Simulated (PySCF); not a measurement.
**Neon: a sound run and one with changed settings**

Sound run: Ne [Ne], Ne+ [He] 2s2 2p5. Calculation: PySCF 2.14, in aug-cc-pVDZ-DK (4s3p2d, 23 functions); scalar relativity by spin-free X2C-1e. The sound run starts from symmetry-adapted Hartree-Fock orbitals and uses a fine grid where one is needed.

Changed run: 14 angular points. This setting is unsound on purpose.

| species | method | sound run (hartree) | changed run (hartree) | converged |
| --- | --- | --- | --- | --- |
| Ne | UHF | -128.63278 | -128.63278 | yes |
| Ne | PBE0 | -128.95888 | -128.95888 | yes |
| Ne | TPSS | -129.06690 | -129.06690 | yes |
| Ne+ | UHF | -127.90409 | -127.90409 | yes |
| Ne+ | PBE0 | -128.16692 | -128.16634 | yes |
| Ne+ | TPSS | -128.27506 | -128.27636 | yes |

Ionisation energy of Ne:

| method | sound run (eV) | changed run (eV) |
| --- | --- | --- |
| UHF | 19.829 | 19.829 |
| PBE0 | 21.550 | 21.566 |
| TPSS | 21.547 | 21.512 |

A coarse angular grid integrates products of high-l functions wrongly, so density functionals can shift, and the SCF can exploit the error; Hartree-Fock and MP2 need no grid.

For comparison, NIST gives 21.565 eV between the lowest levels.
